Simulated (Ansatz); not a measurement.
Reaction (SMILES): OCC [ethanol] -> COC [methoxymethane]

Property: isomerisation energy (electronic), in kcal/mol. Conventions: valence correlation only; no dispersion term unless named; 6-311+G** with 5d; 6-31G* and kin with 6d, 5d where marked; LANL2DZ all-electron up to Ne; non-relativistic; no spin-orbit coupling. CBS marks a two-point X^-3 extrapolation of the correlation energy; Hartree-Fock from the larger set. The bracket is a focal-point correction in the basis named. First-principles rows: single points at B3LYP-D3(BJ) geometries (Ansatz, an electronic-structure program).

Coupled cluster (Ansatz) is a level with limits of its own, used here on species with T1 under 0.025 (0.045 for open shells) and stable references: RI-MP2/CBS(aug-cc-pVTZ,aug-cc-pVQZ)+[CCSD(T)-MP2]/aug-cc-pVTZ.

Value to compare with, RI-MP2/CBS(aug-cc-pVTZ,aug-cc-pVQZ)+[CCSD(T)-MP2]/aug-cc-pVTZ (Ansatz): 12.3 kcal/mol.

```json
[
 {"level": "B3LYP/STO-3G", "program": "Ansatz", "isomerisation energy (electronic) (kcal/mol)": "-5.2", "difference": "-17.5"},
 {"level": "B3LYP/3-21G", "program": "Ansatz", "isomerisation energy (electronic) (kcal/mol)": "3.9", "difference": "-8.4"},
 {"level": "B3LYP/LANL2DZ", "program": "Ansatz", "isomerisation energy (electronic) (kcal/mol)": "10.5", "difference": "-1.8"},
 {"level": "B3LYP/6-31G", "program": "Ansatz", "isomerisation energy (electronic) (kcal/mol)": "8.8", "difference": "-3.5"},
 {"level": "B3LYP/6-31G*", "program": "Ansatz", "isomerisation energy (electronic) (kcal/mol)": "5.4", "difference": "-6.9"},
 {"level": "B3LYP/6-31+G*", "program": "Ansatz", "isomerisation energy (electronic) (kcal/mol)": "7.5", "difference": "-4.8"},
 {"level": "B3LYP/6-31G**", "program": "Ansatz", "isomerisation energy (electronic) (kcal/mol)": "8.3", "difference": "-4.0"},
 {"level": "B3LYP/def2-SVP", "program": "Ansatz", "isomerisation energy (electronic) (kcal/mol)": "8.7", "difference": "-3.6"},
 {"level": "B3LYP/cc-pVDZ", "program": "Ansatz", "isomerisation energy (electronic) (kcal/mol)": "8.7", "difference": "-3.6"},
 {"level": "B3LYP/6-311+G**", "program": "Ansatz", "isomerisation energy (electronic) (kcal/mol)": "11.3", "difference": "-1.0"},
 {"level": "B3LYP/def2-TZVPD", "program": "Ansatz", "isomerisation energy (electronic) (kcal/mol)": "10.4", "difference": "-1.9"}
]
```

Among the 10 habitual levels, B3LYP/STO-3G lies farthest from RI-MP2/CBS(aug-cc-pVTZ,aug-cc-pVQZ)+[CCSD(T)-MP2]/aug-cc-pVTZ (Ansatz) (-17.5 kcal/mol) and B3LYP/6-311+G** nearest (-1.0); 0 of 10 lie above it, and their mean absolute difference is 5.5 kcal/mol, the median 3.8. One case shows no general order.

The sets are all those run for this method; runs whose electronic state is in doubt are left out.
